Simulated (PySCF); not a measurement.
Computed NMR parameters against published values

Atom-mapped SMILES (the numbers label the heavy atoms): `[F:1][CH2:2][F:3]`; H(Xn) means a hydrogen on atom n.

Published values to compare with: σ 19F F1/F3 338.7 ppm (measured; gas, 300 K; M. E. Harding, PhD thesis, Mainz 2008 (Harding, Lenhart, Auer, Gauss, JCP 2008, 128, 244111)).
δ 19F F1/F3 -143.4 ppm (measured; G. Saielli, R. Bini, A. Bagno, Computational 19F NMR. 2. Organic compounds, RSC Adv. 2014, ESI (exp. from Berger-Braun-Kalinowski 1994 and Everett 1995)).
σ 13C C2 77.7; σ 19F F1/F3 338.9; σ 1H H(C2) 25.33 ppm (measured; gas, zero density; Jackowski, Slowinski, Molecules 2023, 28, 1499).
δ 13C C2 117.6 ppm (measured; gas or nonpolar solvent (not told per row); T. W. Keal, PhD thesis, Durham 2005).
σ 19F F1/F3 350.7 ppm (CCSD(T)/13s9p4d3f; gas (isolated, no vibration); M. E. Harding, PhD thesis, Mainz 2008 (Harding, Lenhart, Auer, Gauss, JCP 2008, 128, 244111)).
σ 19F F1/F3 340.7 ppm (CCSD(T)/13s9p4d3f + vibration and temperature (MP2); gas, 300 K; M. E. Harding, PhD thesis, Mainz 2008 (Harding, Lenhart, Auer, Gauss, JCP 2008, 128, 244111)). Coupling constants: 1J(C2,H(C2)) 180.4 Hz, 1J(C2,F3) -234.6 Hz, 2J(F3,H(C2)) 50.2 Hz, 1J(C2,H(C2)) 184.5 Hz.

Isolated molecule, equivalent nuclei averaged, a single conformation, non-relativistic. Coordinates at the GFN2-xTB level; GIAO PBE0/pcSseg-1 shieldings; B3LYP/pcJ-1 coupling constants; PySCF.

Task: How close does the calculation come?

Result: 
Reference values: measured (gas, 300 K; M. E. Harding, PhD thesis, Mainz 2008 (Harding, Lenhart, Auer, Gauss, JCP 2008, 128, 244111)).
```json
{"atoms": "F1/F3", "quantity": "σ 19F", "reference": "338.7", "computed": "328.4"}
```

Reference values: measured (G. Saielli, R. Bini, A. Bagno, Computational 19F NMR. 2. Organic compounds, RSC Adv. 2014, ESI (exp. from Berger-Braun-Kalinowski 1994 and Everett 1995)).
```
atoms        quantity  reference  computed  computed, scaled
F1/F3  δ 19F vs CFCl3     -143.4    -157.4            -135.7
```

Reference values: measured (gas, zero density; Jackowski, Slowinski, Molecules 2023, 28, 1499).
| atoms | quantity | reference | computed |
| --- | --- | --- | --- |
| C2 | σ 13C | 77.7 | 73.3 |
| F1/F3 | σ 19F | 338.9 | 328.4 |
| H(C2) | σ 1H | 25.33 | 25.67 |

Reference values: measured (gas or nonpolar solvent (not told per row); T. W. Keal, PhD thesis, Durham 2005).
```
atoms      quantity  reference  computed
   C2  δ 13C vs CH4      117.6     119.1
```

Reference values: CCSD(T)/13s9p4d3f (gas (isolated, no vibration); M. E. Harding, PhD thesis, Mainz 2008 (Harding, Lenhart, Auer, Gauss, JCP 2008, 128, 244111)).
| atoms | quantity | reference | computed |
| --- | --- | --- | --- |
| F1/F3 | σ 19F | 350.7 | 328.4 |

Reference values: CCSD(T)/13s9p4d3f + vibration and temperature (MP2) (gas, 300 K; M. E. Harding, PhD thesis, Mainz 2008 (Harding, Lenhart, Auer, Gauss, JCP 2008, 128, 244111)).
```csv
atoms,quantity,reference,computed
F1/F3,σ 19F,340.7,328.4
```

Absolute shieldings are compared as such; zero-point and thermal motion, absent here, lowers them by some tenths of a ppm for H, a few ppm for C and up to about 10 ppm for F.

Computed shifts are σ(ref) − σ with the named reference compound (TMS for H and C) calculated as an isolated molecule at the same level. The measured values may be among those fitted. Empirical linear scaling, fitted to shifts measured mostly in CDCl3 for H and C (δ vs TMS): 13C (scatter 2.1 ppm rms, 2.3 ppm with the 13 outliers that the fit left out); 19F (scatter 6.0 ppm rms, 7.0 ppm with the 5 outliers that the fit left out vs CFCl3, solution or neat liquid, with a term for F on sp3 carbon). Occasional misses reach two or three times the rms, and more in compound classes unlike the fitted ones.

Coupling constants in Hz:
```tsv
coupling	reference	computed	source
1J(C2,H(C2))	180.4	184.2	measured; gas, zero-density limit; Jackowski, Slowinski, Molecules 2023, 28, 1499
1J(C2,F3)	-234.6	-301.8	measured; gas, zero-density limit; Jackowski, Slowinski, Molecules 2023, 28, 1499
2J(F3,H(C2))	50.2	55.8	measured; gas, zero-density limit; Jackowski, Slowinski, Molecules 2023, 28, 1499
1J(C2,H(C2))	184.5	184.2	measured; liquid or solution (compiled); San Fabian, Garcia de la Vega, Suardiaz et al., Magn. Reson. Chem. 2013, 51, 775 (SI)
```

Task: How far are the unscaled 19F shieldings from the references?

Result: Mean signed difference -13.85 ppm, mean absolute 13.85 ppm over 4 comparisons; the largest is -22.3 ppm at F1/F3 (fluorine of a CF2 group).

12 of the 17 published NMR values on file for this molecule are compared. The rest: other calculations.

Common functionals overestimate the size of one-bond C–F couplings by tens of Hz; these are unscaled.
